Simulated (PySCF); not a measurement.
# Spin-rotation constants: `C[C@@H]1C[C@@H]1CF`, C5H9F

Cartesian coordinates in Å; atom numbers follow the order of the lines, from 1:
```xyz
15

C     1.5173   -0.7548   -0.1350
C     0.7923    0.5665   -0.1568
C     0.1076    1.0573    1.0790
C    -0.7143    0.6250   -0.1039
C    -1.5452   -0.6373   -0.0419
F    -1.7824   -1.0355    1.2563
H     1.0639   -1.4336    0.5828
H     1.5034   -1.2212   -1.1198
H     2.5559   -0.6021    0.1522
H     1.2707    1.3108   -0.7832
H     0.1049    0.4091    1.9417
H     0.1367    2.1078    1.3236
H    -1.1855    1.4154   -0.6746
H    -2.5291   -0.4770   -0.4934
H    -1.0519   -1.4835   -0.5326
```

The calculation used PySCF, GIAO B3LYP/pcSseg-1 magnetisability, rotational g tensor and spin-rotation constants, non-relativistic, gas phase. Geometry: GFN2-xTB, dihedral held. The dihedral C2–C4–C5–F6 is held at 90°.

Task: Give the nuclear spin-rotation constants along the inertial axes (H = +C I·J) beside the isotropic shieldings.

Result: Rotational constants 5.5528, 2.6350, 2.3176 GHz. A star marks the isotopologue with that one atom substituted, in its own axes.
| atom | isotope | Caa (kHz) | Cbb (kHz) | Ccc (kHz) | mean (kHz) | σ (ppm) |
| --- | --- | --- | --- | --- | --- | --- |
| F6 | 19F | 1.182 | 0.749 | 1.404 | 1.112 | 408.4 |
| H7 | 1H | -0.205 | -0.275 | -0.172 | -0.217 | 31.5 |
| H8 | 1H | -0.582 | -0.178 | -0.056 | -0.272 | 30.5 |
| H9 | 1H | -0.026 | -0.296 | -0.167 | -0.163 | 30.1 |
| H10 | 1H | -0.168 | -0.251 | -0.184 | -0.201 | 30.9 |
| H11 | 1H | -0.553 | -0.266 | -0.029 | -0.283 | 31.4 |
| H12 | 1H | -0.575 | -0.004 | -0.240 | -0.273 | 31.1 |
| H13 | 1H | -0.610 | -0.134 | -0.098 | -0.281 | 30.7 |
| H14 | 1H | -0.107 | -0.204 | -0.073 | -0.128 | 26.6 |
| H15 | 1H | -0.484 | 0.136 | -0.239 | -0.196 | 27.2 |
| C1 | 13C* | 0.887 | 0.346 | 0.340 | 0.524 | 165.3 |
| C2 | 13C* | 0.958 | 0.318 | 0.324 | 0.533 | 167.0 |
| C3 | 13C* | 0.727 | 0.292 | 0.397 | 0.472 | 171.2 |
| C4 | 13C* | 0.921 | 0.310 | 0.384 | 0.539 | 163.6 |
| C5 | 13C* | 1.454 | 0.759 | 0.435 | 0.882 | 99.0 |

For the geometry as given, no vibrational averaging.
